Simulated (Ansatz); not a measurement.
Two isomers of C4H7NO: A = `COCCC#N`, B = `C#CCNCO`.

Computed with Ansatz on PBE0-D4/def2-TZVP structures; ΔE is electronic, products minus reactants. CCSD(T)/CBS is the MP2 limit (def2-TZVPP, def2-QZVPP) plus CCSD(T) − MP2 in def2-TZVPP, frozen cores. Functionals use def2-TZVPP. B3LYP here is the variant with VWN-RPA as its local correlation; programs differ in this. Each species was taken in one conformer, which may not be the lowest.

Problem. Which isomer does CCSD(T)/CBS put lower? Give the gap. (An estimate is asked.)

Solution. The calculation gave: A, by 125.1 kJ/mol.

Problem. Give E(B) − E(A) in kJ/mol with B3LYP-D4, B3LYP, PBE-D4, HF/def2-TZVPP, MP2/def2-TZVPP, CCSD(T)/def2-TZVPP, PBE0-D4. (An estimate is asked.)

Solution. Ansatz gave: B3LYP-D4 131.6, B3LYP 131.5, PBE-D4 126.2, HF/def2-TZVPP 145.8, MP2/def2-TZVPP 133.3, CCSD(T)/def2-TZVPP 135.2, PBE0-D4 126.2. None reverses the order clearly.

Largest T1 diagnostic: 0.012.

In def2-TZVPP, CCSD(T) changes the Hartree–Fock value by −10.6 kJ/mol (the triples alone add −0.9 kJ/mol) and MP2 by −12.5 kJ/mol.
